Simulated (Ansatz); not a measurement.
Energy needed to pull apart C2HFO (SMILES O=C=CF), singlet, into free ground-state atoms, from the structure below (at a frame of a short PBE0-D4/def2-SVP trajectory); no zero-point or spin–orbit terms; open-shell atoms are treated unrestricted, in their ground-state multiplicity.

```xyz
5
angstrom
O 0.6468 -1.2992 1.3275
C 0.2232 -0.5587 0.5601
C -0.1323 0.3543 -0.3220
F -1.1126 0.1706 -1.1816
H 0.4099 1.3049 -0.3867
```

Computed with Ansatz 0.2.0 (basis: def2-TZVPP); correlated methods freeze the cores.

| method | atomization energy (kcal/mol) |
| --- | --- |
| PBE-D4 | 555.4 |
| r2SCAN-D4 | ? |
| PBE0-D4 | 528.6 |
| wB97M-V | 524.5 |
| HF | ? |
| MP2 | 528.3 |
| CCSD | 489.1 |
| CCSD(T) | 503.2 |

Question: What does HF give? (An estimate is asked for; the value comes from the calculation.)

Answer: By the calculation: 340.1 kcal/mol, which is about 163.1 kcal/mol less than CCSD(T)/def2-TZVPP.

Question: What does r2SCAN-D4 give? (An estimate is asked for; the value comes from the calculation.)

Answer: By the calculation: 527.5 kcal/mol, which is about 24.3 kcal/mol more than CCSD(T)/def2-TZVPP.

In triple zeta the MP2 and coupled-cluster atomization energies are still short of their basis limit by a few kcal/mol a bond, whereas those of the functionals are nearly converged, so these differences are not deviations from converged CCSD(T).

No T1 diagnostic of these runs exceeds 0.016.

For scale, one of the runs: CCSD(T)/def2-TZVPP forces, 138 basis functions, launched by `ansatz run in.yaml --threads 2 --pin off --events-out ev --progress --plain --max-ram 3481MiB`. Time: 70 s of wall clock on 2 CPU threads of an Arm Neoverse V2; the host was shared. Peak host memory: 1.4 GiB.
